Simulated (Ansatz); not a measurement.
Reaction (atomization): `C=CCC1CO1` → 5 C• + 8 H• + O•

Gas-phase electronic energies from Ansatz, PBE0-D4/def2-TZVP geometries. CCSD(T)/CBS is the MP2 limit (def2-TZVPP, def2-QZVPP) plus CCSD(T) − MP2 in def2-TZVPP, frozen cores. This one scheme is used for every species, atoms too. Functionals use def2-TZVPP. B3LYP here is the variant with VWN-RPA as its local correlation; programs differ in this. Open shells (•) are unrestricted, without spin–orbit coupling. Spin–orbit coupling would lower the free atoms: a little for C, O. One conformer a species, not always the lowest.

```csv
level,ΔE (eV)
r2SCAN-D4,60.60
PBE0-D4,60.96
B3LYP-D4,60.34
ωB97M-V,60.53
MP2/def2-TZVPP,60.01
CCSD(T)/def2-TZVPP,58.87
SCS-MP2/def2-QZVPP,60.47
HF/CBS(def2),44.06
```

**Question.** What does CCSD(T)/CBS give? (Best estimate.)

**Answer.** Ansatz gave: +60.27 eV. The listed levels differ from it by 0.33, 0.69, 0.07, 0.26, -0.26, -1.40, 0.20, -16.21 eV.

Largest T1 diagnostic among the species: 0.011.

The D4 term adds +0.43 eV with B3LYP and +0.23 eV with PBE0; it sums over pairs of atoms, weighted by their polarisabilities, and B3LYP, whose exchange is more repulsive, gets the larger term. In def2-TZVPP, CCSD(T) changes the Hartree–Fock value by +14.87 eV (the triples alone add +0.95 eV) and MP2 by +16.02 eV; breaking electron pairs costs correlation energy, which Hartree–Fock lacks. From PBE to PBE0 (25 % exact exchange), in def2-TZVPP and without D4, ΔE moves by −1.14 eV: exact exchange takes away binding that semilocal exchange gives to molecules.

For atomizations the MP2-based limit and the directly extrapolated one differ by several kJ/mol either way, and by 10 to 25 for some Ge, Se and Sn compounds, so smaller differences from it don't rank the levels.
